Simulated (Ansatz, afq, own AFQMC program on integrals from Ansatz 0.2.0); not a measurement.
## NH₃ + Si, triplet in cc-pVTZ along one coordinate

```yaml
atoms:
  - { symbol: N, position_ang: [-1.7655, -0.0126, -0.0197] }
  - { symbol: H, position_ang: [-2.0627, 0.9552, -0.0197] }
  - { symbol: H, position_ang: [-2.0627, -0.4149, 0.8606] }
  - { symbol: H, position_ang: [-0.7530, -0.0126, -0.0197] }
  - { symbol: Si, position_ang: [1.0555, -0.0126, -0.0197] }
```

A hydrogen atom is moved from one rigid fragment to the other; the N1–H4 distance tells how far. The two fragments are held close together, so this isn't a minimum-energy path and the start is a compressed complex. Energies in kJ/mol count from this geometry (1.012 Å) at the same level; the start stands on UHF, each point on the determinant named.

Basis cc-pVTZ. Only valence electrons are correlated. Ansatz 0.2.0 and our own AFQMC program on the same integrals; the CISD trial comes from CCSD amplitudes, and released means the phaseless constraint is let go. Uncertainties: one standard error, sampling alone.

Cautions, each for one point or more: an unrestricted solution with more broken spin lies lower; higher spins were not checked; lower spins were not checked; raised T1 diagnostic; strong correlation; unrestricted determinant slightly spin contaminated; unrestricted determinant spin contaminated.

```
r(N1–H4) / Å  det.     T1  weight  ⟨S²⟩  CCSD(T)  ph-AFQMC/CISD  B2PLYP   CCSD
       1.118   UHF  0.018    0.86  2.02     27.2     27.9 ± 0.7    26.4   29.8
       1.170   UHF  0.020    0.86  2.02     50.8     50.3 ± 0.9    49.6   54.9
       1.223   UHF  0.027    0.85  2.04     79.0     79.8 ± 0.8    77.4   85.0
       1.276   UHF  0.045    0.82  2.09    110.5    109.5 ± 1.3   108.9  119.4
       1.381   UHF  0.054    0.80  2.22    165.3    164.5 ± 0.8   153.8  168.4
```

Weight is that of the determinant in the CISD state; at the start T1 is 0.015 and the weight 0.87, and ⟨S²⟩ is 2.02. Largest departures from phaseless AFQMC with a CISD trial: CCSD(T) 1.0 kJ/mol at 1.276 (on UHF) (within the noise), B2PLYP -10.8 kJ/mol at 1.381, CCSD 9.9 kJ/mol at 1.276 (on UHF). The walk's constraint bias lies outside its error bars, so these are departures and not errors. Functionals count only at points shown to share the start's state and spin.

Some points may be missing: those where a free walk finds a much lower state, and past Zn most of those on another determinant than at the start.

A walk keeps the symmetry of its determinant, which the program's search chose and which needn't be the lowest solution, so a lower state of the same spin and another symmetry isn't excluded.
